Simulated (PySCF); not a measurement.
Geometries of 3 isomers of C3H5NO2, from PBE0-D3(BJ)/def2-SVP geometry optimisation, gas phase (PySCF 2.14.0). One conformer each, no zero-point energy, no frequencies.

Question: Which isomer lies lowest at this level?
A.
```xyz
11
angstrom
C     -1.686   -0.482    0.101
C     -0.252   -0.262    0.451
O      0.249   -0.537    1.516
C      0.613    0.365   -0.663
N      1.892    0.526   -0.279
O      0.141    0.659   -1.742
H     -2.217   -0.930    0.949
H     -1.755   -1.126   -0.789
H     -2.146    0.475   -0.189
H      2.157    0.241    0.656
H      2.565    0.930   -0.916
```
B.
```xyz
11
angstrom
N     -1.934    0.680    1.220
C     -0.959    0.680    0.415
C     -0.051   -0.511    0.320
O      1.319   -0.116    0.338
C      1.877    0.181   -0.835
O      1.326    0.166   -1.897
H     -2.470    1.549    1.135
H     -0.716    1.510   -0.277
H     -0.211   -1.163    1.187
H     -0.262   -1.059   -0.613
H      2.943    0.443   -0.672
```
C.
```xyz
11
angstrom
N      1.434   -0.311    0.916
C      0.949   -0.493   -0.332
O      1.565   -1.008   -1.240
C     -0.453    0.063   -0.580
C     -1.432    0.171    0.553
O     -1.153    0.211    1.726
H      0.803   -0.032    1.662
H      2.339   -0.712    1.127
H     -0.336    1.088   -0.981
H     -0.895   -0.512   -1.407
H     -2.501    0.244    0.233
```

Answer: A. That is `CC(=O)C(N)=O` (pyruvamide), 5.2 kcal/mol below the next.

```
       SMILES                    atoms numbered as above      E (Eh)  relative (kcal/mol)  relative (kJ/mol)  dipole (D)
 CC(=O)C(N)=O   [CH3:1][C:2](=[O:3])[C:4]([NH2:5])=[O:6]  -321.95600                  0.0                0.0        1.24
   NC(=O)CC=O    [NH2:1][C:2](=[O:3])[CH2:4][CH:5]=[O:6]  -321.94766                  5.2               21.9        2.18
[H]/N=C/COC=O  [H]/[N:1]=[CH:2]/[CH2:3][O:4][CH:5]=[O:6]  -321.90844                 29.8              124.9        0.99
```

As drawn, the lowest has a C(=O)–N unit, which the highest lacks; the highest has a C=N bond and a C(=O)–O unit, which the lowest lacks.
